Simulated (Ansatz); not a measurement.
# Property card for Ti3O5

These are results of Ansatz 0.2.0, DFT PBEsol, scalar-relativistic, plane waves, PAW, not measurements.

Settings: cutoff 420 eV, Γ-centred mesh 10×10×4 on the computed 16-atom cell, Gaussian smearing of 0.10 eV; no spin polarisation.

The structure is relaxed at this level of theory with its symmetry kept. Whether it is the stable form of this composition wasn't checked.

It takes space group C2/m (No. 12, monoclinic). The conventional cell has a = 9.624 Å, b = 3.850 Å, c = 9.177 Å, α = 90.00°, β = 91.12°, γ = 90.00°. Ti (site symmetry m) is surrounded by 6 O at 1.94 to 2.10 Å. Around Ti (site symmetry m) lie 6 O at 1.88 to 2.15 Å. Around Ti (site symmetry m) lie 6 O at 1.96 to 2.11 Å. O (site symmetry m) is surrounded by 4 Ti at 1.98 to 2.10 Å. O (site symmetry m) is surrounded by 3 Ti at 1.88 to 1.96 Å. Around O (site symmetry m) lie 4 Ti at 1.96 to 2.10 Å. Around O (site symmetry m) lie 3 Ti at 1.95 to 1.99 Å. O (site symmetry m) is surrounded by 4 Ti at 1.96 to 2.15 Å.

```
Volume per atom                                                   : 10.62 Å³
Formation energy from the elements' standard states (uncorrected) : -3.064 eV/atom
Kohn–Sham band gap                                                : none (metal)
Density of states at the Fermi level                              : 5.74 states/eV per cell
Löwdin character within 0.5 eV of the Fermi level                 : Ti 3d 87 %, O 2p 11 %
Bulk modulus                                                      : 172 GPa
Its pressure derivative                                           : 3.9
```

Spin polarisation was left out, and a magnetic state may lie lower.

A ferromagnetic start lost its moments in a first run, so spin was left out; other magnetic orders weren't tried.